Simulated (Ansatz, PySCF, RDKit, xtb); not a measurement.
Pair of molecules: CH5N (SMILES CN) (first 7 atoms) with CH4O (SMILES CO); geometry from S66by8 set.
(charge 0, multiplicity 1):
```xyz
13

N     -1.79759    -0.43090    -0.58433
H     -0.80719    -0.64311    -0.61240
H     -2.27258    -1.32044    -0.50749
C     -2.07992     0.37086     0.60391
H     -3.14576     0.58516     0.65370
H     -1.78493    -0.08281     1.55588
H     -1.56714     1.32728     0.51948
O      1.66800    -0.40710    -0.50050
H      1.95003    -0.03715    -1.34036
C      2.05391     0.50449     0.51894
H      1.73073     0.07485     1.46201
H      3.13497     0.64357     0.55798
H      1.57544     1.47808     0.40376
```

Monomers are frozen at their geometry in the pair; levels with a basis set take the counterpoise correction. Rows marked so take none.

Rows in 3-21G carry no dispersion term and start afresh at each structure.

Codes used: Ansatz (Gaussian orbitals); PySCF for 3-21G rows; RDKit for the force fields; xtb for the GFN methods. 

Question: One of these levels gives -67.3 meV for the interaction energy. Which one is it?
A. MMFF94
B. B3LYP/def2-TZVPPD
C. HF/3-21G (no counterpoise)
D. GFN-FF

Answer: B, B3LYP/def2-TZVPPD. The others give -104.1 (MMFF94), -120.4 (GFN-FF), -208.9 (HF/3-21G (no counterpoise))

Ansatz is a quantum-chemistry and plane-wave program.
